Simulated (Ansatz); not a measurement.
Aluminium, fcc: convergence with Methfessel-Paxton smearing

Computed with Ansatz, LDA, scalar-relativistic PAW, on the relaxed cell (a = 3.983 Å; spin not included). Errors count from a run at 420 eV on a Γ-centred 22×22×22 mesh with Fermi-Dirac smearing of 0.1 eV, extrapolated to zero width. Fixed here: cutoff 420 eV, mesh 14×14×14. The SCF starts from atomic densities corrected by a trained network.

```tsv
width (eV)	E(σ→0) error (meV/atom)	F error (meV/atom)	P (GPa)	SCF iterations
0.01	8.7	8.7	-0.20	5
0.1	8.7	8.8	-0.24	5
0.2	8.9	8.8	-0.25	5
0.3	8.8	8.5	-0.21	5
0.6	8.0	6.6	-0.06	5
1.0	4.5	2.9	0.06	5
```

What does the run at 0.03 give (width)?

E(σ→0) error (meV/atom): 8.6; F error (meV/atom): 8.6; P (GPa): -0.20; SCF iterations: 5.
